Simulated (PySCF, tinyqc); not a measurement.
CIS and TDHF on RHF in the sto-3g basis, frozen core, for BH, spin multiplicity 1, step by step. The lowest restricted solution is unstable here: a spin-polarised one lies 0.0115 hartree lower (PySCF). One step of it, computed by the program tinyqc.

Problem. TDHF (RPA) triplet states. B(ia,jb) = - (ib|ja); the squared energies are the eigenvalues of (A - B)(A + B); 1 hartree = 27.211386 eV.

CIS matrix A, triplet (hartree):
```
           2>4        2>5       2>6        3>4        3>5       3>6
2>4   0.393101   0.000000  0.000000  -0.043327   0.000000  0.000000
2>5   0.000000   0.393101  0.000000   0.000000  -0.043327  0.000000
2>6   0.000000   0.000000  0.735473   0.000000   0.000000  0.062818
3>4  -0.043327   0.000000  0.000000   0.009121   0.000000  0.000000
3>5   0.000000  -0.043327  0.000000   0.000000   0.009121  0.000000
3>6   0.000000   0.000000  0.062818   0.000000   0.000000  0.522743
```

Two-electron integrals over orbitals (pq|rs), unique and non-zero (hartree); the lowest 1 orbital is frozen and left out:
```
(22|22) 0.590081    (32|22) -0.073378   (32|32) 0.063414    (33|22) 0.415617
(33|32) 0.049426    (33|33) 0.569871    (42|42) 0.059604    (43|42) 0.043025
(43|43) 0.063936    (44|22) 0.460976    (44|32) 0.043327    (44|33) 0.506948
(44|44) 0.586773    (52|52) 0.059604    (53|52) 0.043025    (53|53) 0.063936
(54|54) 0.031630    (55|22) 0.460976    (55|32) 0.043327    (55|33) 0.506948
(55|44) 0.523513    (55|55) 0.586773    (62|22) 0.004559    (62|32) -0.051960
(62|33) -0.034837   (62|44) -0.091496   (62|55) -0.091496   (62|62) 0.121914
(63|22) -0.054234   (63|32) 0.053690    (63|33) 0.076404    (63|44) 0.038870
(63|55) 0.038870    (63|62) -0.052781   (63|63) 0.073515    (64|42) -0.036800
(64|43) -0.014242   (64|64) 0.033032    (65|52) -0.036800   (65|53) -0.014242
(65|65) 0.033032    (66|22) 0.582262    (66|32) -0.062818   (66|33) 0.456984
(66|44) 0.476934    (66|55) 0.476934    (66|62) 0.016000    (66|63) -0.042132
(66|66) 0.615326
```

Give: TDHF matrix B, triplet; squared energies w^2; TDHF energies from the positive w^2.

Solution.

TDHF matrix B, triplet (hartree):
```
         2>4      2>5      2>6      3>4      3>5      3>6
2>4  -0.0596   0.0000   0.0000  -0.0430   0.0000   0.0000
2>5   0.0000  -0.0596   0.0000   0.0000  -0.0430   0.0000
2>6   0.0000   0.0000  -0.1219   0.0000   0.0000   0.0528
3>4  -0.0430   0.0000   0.0000  -0.0639   0.0000   0.0000
3>5   0.0000  -0.0430   0.0000   0.0000  -0.0639   0.0000
3>6   0.0000   0.0000   0.0528   0.0000   0.0000  -0.0735
```

squared energies w^2 (hartree^2): -0.0056  -0.0056  0.1526  0.1526  0.2418  0.5545

TDHF energies from the positive w^2 (eV): 10.6299  10.6299  13.3796  20.2624

A + B or A - B has a negative eigenvalue: the restricted solution is unstable towards a spin-polarised one, a negative w^2 means an imaginary energy, and the lowest roots have no physical meaning.
